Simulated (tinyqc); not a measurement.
UHF in the sto-3g basis, for H2O, spin multiplicity 1, step by step. This run ends on a higher stationary point, not on the lowest solution. Computed by tinyqc, a small Python program that keeps every step (integrals from PySCF). Settings: charge = 0, multiplicity = 1, basis = sto-3g, energy threshold = 1e-09, iteration cap = 71, orthogonalisation = canonical, start = core, DIIS depth = 6, DIIS from iteration = 2, method = UHF, break = 0.4. Command: `OMP_NUM_THREADS=1 python tinyqc.py 23562 23563 out.jsonl` (the two numbers bound the seeds that draw the settings). One thread of a shared host (Intel(R) Xeon(R) Processor @ 2.60GHz), about 0.2 s of CPU time with the checks.

Geometry (angstrom):
```
atom        x         y        z
O     0.00000   0.00000  0.00000
H     0.00000   1.19600  0.71300
H     0.00000  -1.25100  0.74600
```

Stop when the energy changes by less than 1e-09 hartree and every element of the error matrix X^T (F D S - S D F) X (for each spin) is below 9e-06.

Course of the cycle:
```
iteration  E (hartree)     change  largest element of the error matrix
1          -73.5165966          -                             2.29e-01
2          -74.1144465  -5.98e-01                             3.22e-01
3          -74.4476394  -3.33e-01                             2.48e-01
4          -74.6753716  -2.28e-01                             4.13e-02
5          -74.7138491  -3.85e-02                             2.87e-02
6          -74.7306467  -1.68e-02                             1.41e-02
7          -74.7382192  -7.57e-03                             7.11e-03
8          -74.7391106  -8.91e-04                             5.44e-03
9          -74.7408704  -1.76e-03                             3.51e-03
10         -74.7409253  -5.49e-05                             1.66e-03
11         -74.7409551  -2.98e-05                             6.98e-04
12         -74.7409603  -5.23e-06                             3.24e-04
13         -74.7409624  -2.09e-06                             7.39e-05
14         -74.7409624  -2.52e-08                             1.22e-05
15         -74.7409624  -3.13e-09                             5.20e-06
16         -74.7409624  -4.12e-10                             4.49e-06
```

Can the last value be used, and what does the course show?

No, though the log alone does not show it. Converged in 16 iterations. But the solution lies 0.04864 hartree above the reference: it is another stationary point, not the lowest one. Reruns (cap 100 unless said): DIIS 8: converged in 17 to a higher stationary point; damping 0.5: not converged; level shift 0.5: not converged; atomic densities as start, DIIS 8: converged in 9 to a higher stationary point. PySCF UHF in the same basis, after a stability check = -74.7896029 hartree.
